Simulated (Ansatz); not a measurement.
`CS[SiH]` + NH₃ → `N[SiH]` + CH₃SH  (ligand exchange at the Si–S bond)

Isolated molecules relaxed with PBE0-D4/def2-TZVP in Ansatz; ΔE leaves out vibrations. CCSD(T)/CBS adds triple-zeta CCSD(T) − MP2 to the extrapolated MP2 energy (def2 sets, frozen cores). This one scheme is used for every species. Functionals use def2-TZVPP. B3LYP here is the variant with VWN-RPA as its local correlation; programs differ in this. HSE06 is defined as in plane-wave codes.

`CS[SiH]`:

```xyz
7

C     0.571    0.326    0.890
S     0.133   -0.906   -0.365
Si   -1.295    0.065   -1.548
H     1.639    0.534    0.823
H     0.008    1.247    0.736
H     0.348   -0.079    1.876
H    -1.404   -1.188   -2.411
```

NH₃:

Cartesian coordinates in Å:
```
N -0.212 -0.058 0.177
H 0.598 -0.638 0.359
H -0.476 -0.211 -0.789
H 0.090 0.906 0.253
```

`N[SiH]`:

```xyz
5

N    -0.499    0.256    0.057
Si    0.943    0.070   -0.837
H    -0.746   -0.237    0.901
H    -1.219    0.901   -0.229
H     1.521   -0.990    0.108
```

CH₃SH:

```xyz
6

C    -0.010   -0.490    0.036
S     0.755    1.145    0.112
H    -0.824   -0.584    0.754
H     0.771   -1.203    0.302
H    -0.363   -0.720   -0.968
H    -0.331    1.852   -0.235
```

```json
{"level": "LDA (SPW92)", "ΔE (kJ/mol)": "19.4", "difference from CCSD(T)/CBS": "5.8"}
{"level": "PBE-D4", "ΔE (kJ/mol)": "24.1", "difference from CCSD(T)/CBS": "10.5"}
{"level": "revPBE-D4", "ΔE (kJ/mol)": "24.6", "difference from CCSD(T)/CBS": "11.0"}
{"level": "BLYP-D4", "ΔE (kJ/mol)": "15.6", "difference from CCSD(T)/CBS": "2.0"}
{"level": "r2SCAN-D4", "ΔE (kJ/mol)": "19.0", "difference from CCSD(T)/CBS": "5.4"}
{"level": "PBE0-D4", "ΔE (kJ/mol)": "19.8", "difference from CCSD(T)/CBS": "6.2"}
{"level": "B3LYP-D4", "ΔE (kJ/mol)": "12.5", "difference from CCSD(T)/CBS": "-1.1"}
{"level": "r2SCANh-D4", "ΔE (kJ/mol)": "17.9", "difference from CCSD(T)/CBS": "4.3"}
{"level": "HSE06-D4", "ΔE (kJ/mol)": "20.3", "difference from CCSD(T)/CBS": "6.7"}
{"level": "BHLYP-D4", "ΔE (kJ/mol)": "8.2", "difference from CCSD(T)/CBS": "-5.4"}
{"level": "ωB97X-V", "ΔE (kJ/mol)": "5.9", "difference from CCSD(T)/CBS": "-7.7"}
{"level": "ωB97M-V", "ΔE (kJ/mol)": "8.3", "difference from CCSD(T)/CBS": "-5.3"}
{"level": "B2PLYP", "ΔE (kJ/mol)": "8.9", "difference from CCSD(T)/CBS": "-4.7"}
{"level": "PBE-QIDH", "ΔE (kJ/mol)": "14.6", "difference from CCSD(T)/CBS": "1.0"}
{"level": "PBE", "ΔE (kJ/mol)": "21.1", "difference from CCSD(T)/CBS": "7.5"}
{"level": "revPBE", "ΔE (kJ/mol)": "20.8", "difference from CCSD(T)/CBS": "7.2"}
{"level": "BLYP", "ΔE (kJ/mol)": "9.9", "difference from CCSD(T)/CBS": "-3.7"}
{"level": "r2SCAN", "ΔE (kJ/mol)": "18.3", "difference from CCSD(T)/CBS": "4.7"}
{"level": "PBE0", "ΔE (kJ/mol)": "17.2", "difference from CCSD(T)/CBS": "3.6"}
{"level": "B3LYP", "ΔE (kJ/mol)": "7.5", "difference from CCSD(T)/CBS": "-6.1"}
{"level": "r2SCANh", "ΔE (kJ/mol)": "17.1", "difference from CCSD(T)/CBS": "3.5"}
{"level": "HSE06", "ΔE (kJ/mol)": "17.7", "difference from CCSD(T)/CBS": "4.1"}
{"level": "BHLYP", "ΔE (kJ/mol)": "2.8", "difference from CCSD(T)/CBS": "-10.8"}
{"level": "CAM-B3LYP", "ΔE (kJ/mol)": "0.2", "difference from CCSD(T)/CBS": "-13.4"}
{"level": "LC-ωPBE", "ΔE (kJ/mol)": "4.3", "difference from CCSD(T)/CBS": "-9.3"}
{"level": "RPA@PBE/def2-TZVPP", "ΔE (kJ/mol)": "4.9", "difference from CCSD(T)/CBS": "-8.7"}
{"level": "HF/def2-SVP", "ΔE (kJ/mol)": "-7.0", "difference from CCSD(T)/CBS": "-20.6"}
{"level": "MP2/def2-SVP", "ΔE (kJ/mol)": "2.6", "difference from CCSD(T)/CBS": "-11.0"}
{"level": "CCSD/def2-SVP", "ΔE (kJ/mol)": "-1.5", "difference from CCSD(T)/CBS": "-15.1"}
{"level": "CCSD(T)/def2-SVP", "ΔE (kJ/mol)": "1.7", "difference from CCSD(T)/CBS": "-11.9"}
{"level": "HF/def2-TZVPP", "ΔE (kJ/mol)": "-5.4", "difference from CCSD(T)/CBS": "-19.0"}
{"level": "MP2/def2-TZVPP", "ΔE (kJ/mol)": "12.7", "difference from CCSD(T)/CBS": "-0.9"}
{"level": "SCS-MP2/def2-TZVPP", "ΔE (kJ/mol)": "6.1", "difference from CCSD(T)/CBS": "-7.5"}
{"level": "CCSD/def2-TZVPP", "ΔE (kJ/mol)": "4.7", "difference from CCSD(T)/CBS": "-8.9"}
{"level": "CCSD(T)/def2-TZVPP", "ΔE (kJ/mol)": "9.3", "difference from CCSD(T)/CBS": "-4.3"}
{"level": "HF/def2-QZVPP", "ΔE (kJ/mol)": "-6.2", "difference from CCSD(T)/CBS": "-19.8"}
{"level": "MP2/def2-QZVPP", "ΔE (kJ/mol)": "14.9", "difference from CCSD(T)/CBS": "1.3"}
{"level": "HF/CBS(def2)", "ΔE (kJ/mol)": "-6.3", "difference from CCSD(T)/CBS": "-19.9"}
{"level": "MP2/CBS(def2)", "ΔE (kJ/mol)": "17.0", "difference from CCSD(T)/CBS": "3.4"}
{"level": "CCSD/CBS(def2)", "ΔE (kJ/mol)": "9.0", "difference from CCSD(T)/CBS": "-4.6"}
{"level": "CCSD(T)/CBS", "ΔE (kJ/mol)": "13.6", "difference from CCSD(T)/CBS": "0"}
```

Largest T1 diagnostic among the species: 0.016.

The D4 term adds +4.9 kJ/mol with B3LYP and +2.7 kJ/mol with PBE0; it sums over pairs of atoms, weighted by their polarisabilities, and B3LYP, whose exchange is more repulsive, gets the larger term. In def2-TZVPP, CCSD(T) changes the Hartree–Fock value by +14.7 kJ/mol (the triples alone add +4.6 kJ/mol) and MP2 by +18.1 kJ/mol. From PBE to PBE0 (25 % exact exchange), in def2-TZVPP and without D4, ΔE moves by −3.9 kJ/mol.
